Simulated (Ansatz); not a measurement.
`BBC` + HCl → `BBCl` + CH₄ at 500 K and 1 bar (ligand exchange at a B–C bond).

Calculated with Ansatz (gas phase, PBE0-D4/def2-TZVP geometries, no zero-point term in ΔE). CCSD(T)/CBS adds triple-zeta CCSD(T) − MP2 to the extrapolated MP2 energy (def2 sets, frozen cores). This one scheme is used for every species.

| species | CCSD(T)/CBS energy (Eh) | H − E (kJ/mol) | S (J/(mol·K)) |
| --- | --- | --- | --- |
| `BBC` | -91.20122 | 213.1 | 340.7 |
| HCl | -460.38127 | 32.5 | 201.9 |
| `BBCl` | -511.15624 | 115.9 | 318.9 |
| CH₄ | -40.46206 | 135.6 | 206.8 |

H − E and S are ideal-gas, rigid-rotor, harmonic terms from PBE0-D4/def2-TZVP, for one conformer and one mirror image of each species. 1 Eh = 2625.50 kJ/mol, R = 8.31446 J/(mol·K).

By hand: ΔE, ΔH, ΔS and ΔG.

ΔE = (-511.15624) + (-40.46206) − (-91.20122) − (-460.38127) = -0.03581 Eh = -94.0 kJ/mol. Δ(H − E) = 115.9 + 135.6 − 213.1 − 32.5 = 5.9, so ΔH = -88.1 kJ/mol. ΔS = 318.9 + 206.8 − 340.7 − 201.9 = -16.9 J/(mol·K). ΔG = -88.1 − 500 × (-16.9)/1000 = -79.6 kJ/mol.

By hand: the equilibrium constant, and the temperature at which ΔG would vanish if ΔH and ΔS stayed fixed.

log₁₀ K = −ΔG/(RT ln 10) = 8.3. ΔG = 0 at ΔH/ΔS = 5213 K, far beyond where these terms or the molecules hold.

ΔH outweighs TΔS. A doubt of 5 kJ/mol in ΔE shifts log₁₀ K by 0.5 here. Other conformers and mirror images would add mixing entropy, several J/(mol·K) or more a flexible species. These are equilibria of isolated gas molecules and say nothing of rates. Largest T1 diagnostic: 0.012 (customary marks: 0.02 for closed shells, 0.045 for open ones).
